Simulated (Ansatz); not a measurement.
# How far each method lies from full CI for Si–AlH2⁺, quintet

Geometry: that of the Si–AlH2, quartet, kept fixed. The triplet lies 3.4 eV lower here.

```csv
atom,x (Å),y (Å),z (Å)
Si,0.0000,0.0000,1.2493
Al,0.0000,0.0000,-1.1594
H,0.0000,1.4055,-1.8880
H,0.0000,-1.4055,-1.8880
```

Basis 6-31G; Ansatz 0.2.0. Correlated methods freeze the noble-gas cores, which leaves 8 electrons in 20 orbitals. R marks a restricted (for open shells ROHF) determinant, U an unrestricted one. Active spaces: valence = (8e, 10o) chosen from the atoms' valence shells.

Full CI is exact within this basis and frozen core; it isn't the basis-set limit. The frozen core follows each run's orbitals, which can shift R against U totals by a few meV.

HF rows: UHF is the lowest solution found. Coupled cluster chose its determinant by a search with trial CCSD, here up to 0.25 eV above the lowest Hartree–Fock solution of its kind, and MP2 stands on that determinant too.

- UHF ⟨S²⟩: 6.095
- T1 diagnostic (RCCSD): 0.0408
- largest doubles amplitude (RCCSD): 0.101
- T1 diagnostic (UCCSD): 0.0398

```
                   level  E − E(full CI) (kJ/mol)  share of correlation (%)  wall time
                     UHF                    197.8                     18.76          –
                    RMP2                     77.0                     68.38          –
                    UMP2                     79.0                     67.55          –
                   RCCSD                      7.8                     96.80          –
                   UCCSD                      7.3                     97.00          –
                RCCSD(T)                      2.6                     98.92      2.4 s
                UCCSD(T)                      2.7                     98.89      1.3 s
                 BCCD(T)                      2.8                     98.86      2.7 s
                  RCCSDT                      0.3                     99.88          –
                  UCCSDT                      0.3                     99.89          –
               RCCSDT(Q)                      0.1                     99.97        6 s
               UCCSDT(Q)                      0.0                     99.99        4 s
                 RCCSDTQ                      0.0                    100.00       25 s
  CASSCF (valence space)                     48.4                     80.12          –
  NEVPT2 (valence space)                     13.3                     94.56      4.2 s
  MRCISD (valence space)                      1.2                     99.50          –
MRCISD+Q (valence space)                      0.4                     99.82      8.5 s
```

The correlation energy at full CI, counted from the determinant under the R cluster runs, is -2.524 eV. That run took 66 s on 1 thread of Arm Neoverse V1, shared host over 1,851,136 determinants.

Run but not shown, since their state, orbitals or frozen core can't be matched to the reference's or they repeat it: RHF, CISD, CISDTQ.

Times hold each run's SCF and search for its determinant on a shared host, so for small cases they say little of a method's own cost; they ran on 1 thread of Arm Neoverse V1.

The full-CI state has the irrep B1 of C2v, in the program's axes.

Natural occupations of full CI about the gap: 1.956 1.912 1.011 0.996 0.988 0.978 0.059 0.035 0.023 0.020; effectively unpaired electrons, Σ n²(2−n)², 4.06.
